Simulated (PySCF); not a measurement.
Species: C3H4F2O.
Structure used (PBE0-D3(BJ)/def2-SVP), in Å, numbered top down from 1:
```
atom  x, y, z in Å
F1    -1.6862   -1.0966    0.8231
C2    -1.1228    0.1087    0.4980
C3     0.3704   -0.0497    0.4425
O4     1.0899    1.0540   -0.1122
C5     1.0702   -0.1143   -0.8347
F6     0.3589   -0.0796   -1.9755
H7    -1.3911    0.8511    1.2687
H8    -1.5064    0.4505   -0.4758
H9     0.8242   -0.5049    1.3337
H10    2.0242   -0.6365   -0.9815
```

Theory: PBE0-D3(BJ)/def2-SVP geometry optimisation, gas phase in PySCF 2.14.0.

Take the most abundant isotopes and a rigid rotor. The values belong to one conformer with, in the numbering `[F:1][CH2:2][C@@H:3]1[O:4][C@@H:5]1[F:6]`, F1–C2–C3–O4 169°.

Task: What are A, B and C (cm⁻¹)?

Result: Ia = 75.24, Ib = 199.60, Ic = 240.86 u·Å²; 505379 MHz·u·Å²/I gives 6717, 2532 and 2098 MHz, that is A = 0.22405, B = 0.08446, C = 0.06999 cm⁻¹.

Task: Classify the top.

Result: An asymmetric top: κ = (2 × 2532 − 6717 − 2098)/(6717 − 2098) = -0.81.

Task: What does the inertial defect say?

Result: Not planar: Δ = Ic − Ia − Ib = -33.98 u·Å². For a rigid frame Δ = −2 Σ m c², so Σ m c² = 16.99 u·Å² lies off the ab plane: 6.14 from hydrogen and 10.85 from heavier atoms. The atom farthest from that plane is 1.38 Å away.

Task: Predict some low-J microwave lines.

Result: The dipole components are |μa| = 0.11 D, |μb| = 0.82 D, |μc| = 0.84 D. Intensities carry the squares of the components, which stand as 0.02 : 0.95 : 1.00 (a : b : c). Some lines, for components of 0.1 D or more:

```tsv
type	branch	J(Ka,Kc)	MHz	lower level (cm⁻¹)
a	Q	1(1,0) ← 1(1,1)	434	0.294
a	Q	2(1,1) ← 2(1,2)	1301	0.588
c	Q	2(1,2) ← 2(0,2)	3783	0.462
c	Q	1(1,1) ← 1(0,1)	4185	0.154
b	Q	1(1,0) ← 1(0,1)	4619	0.154
a	R	1(0,1) ← 0(0,0)	4630	0.000
b	R	2(0,2) ← 1(1,1)	5044	0.294
b	Q	2(1,1) ← 2(0,2)	5084	0.462
b	R	1(1,1) ← 0(0,0)	8815	0.000
a	R	2(1,2) ← 1(1,1)	8827	0.294
a	R	2(0,2) ← 1(0,1)	9228	0.154
c	R	1(1,0) ← 0(0,0)	9249	0.000
a	R	2(1,1) ← 1(1,0)	9694	0.309
c	Q	2(2,1) ← 2(1,1)	12554	0.632
b	Q	2(2,0) ← 2(1,1)	12586	0.632
b	R	2(1,2) ← 1(0,1)	13011	0.154
b	Q	2(2,1) ← 2(1,2)	13856	0.588
c	R	2(1,1) ← 1(0,1)	14313	0.154
b	R	2(2,1) ← 1(1,0)	22249	0.309
c	R	2(2,0) ← 1(1,0)	22281	0.309
c	R	2(2,1) ← 1(1,1)	22682	0.294
b	R	2(2,0) ← 1(1,1)	22714	0.294
```

Whether it is a minimum is left open (no frequencies). Constants of a rigid frame at the computed geometry: no zero-point averaging, no centrifugal distortion.
